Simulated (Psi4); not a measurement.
**TPSS/def2-SVPD run of HNO3 (nitric acid)**

Aim: the energy change on altering one bond length of HNO3 (nitric acid) at TPSS/def2-SVPD, from 2 runs. 

The results are computed with Psi4 1.11.

2 further runs of the same task are left out: 1 that didn't finish, 1 set aside as unsound or not needed.

**1. Starting point**

HNO3: 5 atoms, total charge 0, spin state singlet. SMILES: `O=[N+]([O-])O`. Geometry: relaxed at PBE0-D4/def2-TZVP. This is one conformer, not always the lowest.

Bond lengths: O1–N2 1.186 Å, N2–O3 1.201 Å, N2–O4 1.385 Å, O4–H5 0.970 Å. Angles: O1–N2–O3 130.2°, O1–N2–O4 114.2°, O3–N2–O4 115.7°, N2–O4–H5 103.1°.

**2. Energy and forces at TPSS/def2-SVPD**

calc.py reads:

```python
import psi4

psi4.set_memory(2200000000)
psi4.set_num_threads(1)
psi4.core.set_output_file('hno3.out', False)

mol = psi4.geometry("""
0 1
O      2.49041337    -0.59677551     1.41068055
N      0.47827078    -0.52861309     0.42743715
O     -1.12710825    -2.12397658     0.26730176
O     -0.08329913     1.76301999    -0.70668198
H     -1.75827678     1.48634519    -1.39871859
units bohr
symmetry c1
""")

psi4.set_options({
    'puream': True,
    'e_convergence': 1e-09,
    'd_convergence': 1e-08,
    'scf_type': 'pk',
    'dft_radial_points': 99,
    'dft_spherical_points': 590,
})

E, wfn = psi4.gradient('tpss/def2-SVPD', return_wfn=True)
print('gradient / Eh bohr^-1')
print(E.np.round(6))
print(f'energy = {wfn.energy():.10f} Eh')
```

Command:

```console
$ python calc.py
```

hno3.out:

```text
[...]
  Running in c1 symmetry.
[...]
  Nuclear repulsion =  127.635963245308730
[...]
  Multiplicity = 1
[...]
  Nalpha       = 16
  Nbeta        = 16
[...]
    Number of basis functions: 97
[...]
   @RKS iter   1:  -280.49656866118113    2.15062e-01   8.74616e-03 DIIS/ADIIS
[...]
   @RKS iter  11:  -280.74346479743855   -2.07478e-11   9.39151e-09 DIIS
[...]
    Orbital Energies [Eh]
    ---------------------
    Doubly Occupied:
       1A    -19.004600     2A    -18.971592     3A    -18.971425
       4A    -14.419251     5A     -1.233418     6A     -1.052725
       7A     -1.024318     8A     -0.663481     9A     -0.558087
      10A     -0.548665    11A     -0.511664    12A     -0.446204
      13A     -0.344952    14A     -0.328987    15A     -0.324101
      16A     -0.290734
[...]
  @RKS Final Energy:  -280.74346479743855
   => Energetics <=
    Nuclear Repulsion Energy =            127.6359632453087301
    One-Electron Energy =                -636.8131327179864911
    Two-Electron Energy =                 261.3934391355159619
    DFT Exchange-Correlation Energy =     -32.9597344602767492
    Empirical Dispersion Energy =           0.0000000000000000
    VV10 Nonlocal Energy =                  0.0000000000000000
    Total Energy =                       -280.7434647974385484
[...]
 Multipole Moments:
 ------------------------------------------------------------------------------------
     Multipole            Electronic (a.u.)      Nuclear  (a.u.)        Total (a.u.)
 ------------------------------------------------------------------------------------
 L = 1.  Multiply by 2.5417464519 to convert [e a0] to [Debye]
 Dipole X            :          0.4216786           -1.0722097           -0.6505312
 Dipole Y            :         -0.4806386            0.9049172            0.4242786
 Dipole Z            :          0.3824077           -0.8523968           -0.4699890
 Magnitude           :                                                    0.9077956
[...]
  -Total Gradient:
     Atom            X                  Y                   Z
    ------   -----------------  -----------------  -----------------
       1       -0.032369297383     0.001309384331    -0.015887378531
       2        0.001489113238    -0.002299722281     0.001557014213
       3        0.023925751976     0.023768007034     0.002398303539
       4       -0.002880869198    -0.022780692344     0.007252670328
       5        0.009838614355     0.000000262027     0.004682018934
[...]
```

Standard output:

```text
gradient / Eh bohr^-1
[[-0.032369  0.001309 -0.015887]
 [ 0.001489 -0.0023    0.001557]
 [ 0.023926  0.023768  0.002398]
 [-0.002881 -0.022781  0.007253]
 [ 0.009839  0.        0.004682]]
energy = -280.7434647974 Eh
```

Run time: 29 s. Hardware: 1 thread of Intel Xeon 6975P-C (Granite Rapids), shared host; peak memory 1 GiB.

**3. The distorted shape**

hno3.xyz reads:

```xyz
5
HNO3
O      1.997491     0.359581     0.814292
N      0.932711     0.395651     0.293982
O     -0.596440    -1.123960     0.141450
O      0.635541     1.608331    -0.306168
H     -0.250819     1.461921    -0.672378
```

hno3.py reads:

```python
import psi4

psi4.set_memory(2200000000)
psi4.set_num_threads(1)
psi4.core.set_output_file('output.dat', False)

with open('hno3.xyz') as f:
    atoms = ''.join(f.readlines()[2:])
m = psi4.geometry('0 1\n' + atoms + 'symmetry c1\nno_reorient\nno_com')

options = {'basis': 'def2-SVPD', 'reference': 'rks', 'puream': True, 'e_convergence': 1e-09, 'd_convergence': 1e-08, 'scf_type': 'pk', 'dft_radial_points': 99, 'dft_spherical_points': 590}
psi4.set_options(options)

result, w = psi4.gradient('TPSS', molecule=m, return_wfn=True)
psi4.oeprop(w, 'WIBERG_LOWDIN_INDICES', 'LOWDIN_CHARGES', 'MULLIKEN_CHARGES', title='TPSS')
print('gradient / Eh bohr^-1')
print(result.np.round(6))
print(f'energy = {w.energy():.10f} Eh')
```

Command:

```console
$ python hno3.py
```

output.dat, cut to the lines that bear on the results:

```text
[...]
  Running in c1 symmetry.
[...]
  Nuclear repulsion =  107.356647929941602
[...]
  Multiplicity = 1
[...]
  Nalpha       = 16
  Nbeta        = 16
[...]
    Number of basis functions: 97
[...]
   @RKS iter   1:  -280.15442414865328   -1.54888e-01   9.95927e-03 ADIIS/DIIS
[...]
   @RKS iter  17:  -280.57990278209900   -3.92220e-12   4.06253e-09 DIIS
[...]
  @RKS Final Energy:  -280.57990278209900
   => Energetics <=
    Nuclear Repulsion Energy =            107.3566479299416017
    One-Electron Energy =                -596.5197824696691669
    Two-Electron Energy =                 241.2383688055128346
    DFT Exchange-Correlation Energy =     -32.6551370478842387
    Empirical Dispersion Energy =           0.0000000000000000
    VV10 Nonlocal Energy =                  0.0000000000000000
    Total Energy =                       -280.5799027820989977
[...]
 Multipole Moments:
 ------------------------------------------------------------------------------------
     Multipole            Electronic (a.u.)      Nuclear  (a.u.)        Total (a.u.)
 ------------------------------------------------------------------------------------
 L = 1.  Multiply by 2.5417464519 to convert [e a0] to [Debye]
 Dipole X            :        -42.4749336           42.6528081            0.1778745
 Dipole Y            :        -19.5500921           20.7550397            1.2049476
 Dipole Z            :        -12.8095529           12.4383437           -0.3712093
 Magnitude           :                                                    1.2733163
[...]
  -Total Gradient:
     Atom            X                  Y                   Z
    ------   -----------------  -----------------  -----------------
       1        0.026623772454     0.007981656656     0.009653876370
       2        0.005259977517     0.022079961870    -0.005862679543
       3       -0.041165715355    -0.046095858964    -0.002143198452
       4       -0.005195341417     0.012093611435    -0.007047079242
       5        0.014481538770     0.003935166759     0.005403160015
[...]
  Mulliken Charges: (a.u.)
   Center  Symbol    Alpha    Beta     Spin     Total
       1     O     4.11729  4.11729  0.00000 -0.23458
       2     N     3.23440  3.23440  0.00000  0.53120
       3     O     4.18548  4.18548  0.00000 -0.37096
       4     O     4.11002  4.11002  0.00000 -0.22004
[...]
```

On the terminal:

```text
gradient / Eh bohr^-1
[[ 0.026624  0.007982  0.009654]
 [ 0.00526   0.02208  -0.005863]
 [-0.041166 -0.046096 -0.002143]
 [-0.005195  0.012094 -0.007047]
 [ 0.014482  0.003935  0.005403]]
energy = -280.5799027821 Eh
```

Wall time 34 s (1 thread of Intel Xeon 6975P-C (Granite Rapids), shared host); peak memory 1.3 GiB.

**4. Results**

Level: TPSS/def2-SVPD.

| quantity | value |
| --- | --- |
| first shape: total energy | -280.74346 Eh |
| first shape: dipole moment | 2.31 D |
| first shape: HOMO energy | -7.91 eV |
| first shape: LUMO energy | -3.12 eV |
| first shape: HOMO–LUMO gap | 4.79 eV |
| first shape: largest force on an atom | 1.855 eV/Å |
| distorted shape: total energy | -280.57990 Eh |
| distorted shape: dipole moment | 3.24 D |
| distorted shape: HOMO energy | -6.57 eV |
| distorted shape: LUMO energy | -6.18 eV |
| distorted shape: HOMO–LUMO gap | 0.39 eV |
| distorted shape: largest force on an atom | 3.180 eV/Å |
| energy change with the N2–O3 bond stretched from 1.201 to 2.161 Å | 4.451 eV |

What this shows: One bond (distorted shape) is far stretched, which a spin-restricted single reference describes badly; a broken-symmetry solution may lie lower. With the N2–O3 bond stretched from 1.201 to 2.161 Å the energy rises by 4.45 eV (429 kJ/mol). The first shape isn't relaxed at this level, so the change isn't measured from a minimum. A restricted reference can't describe the breaking bond well at this length. The largest force (first shape) is 1.86 eV/Å: the shape isn't a stationary point for this species at this level. Mulliken charges (distorted shape) run from -0.37 on O3 to +0.53 on N2; in a basis this large or diffuse they mean little.
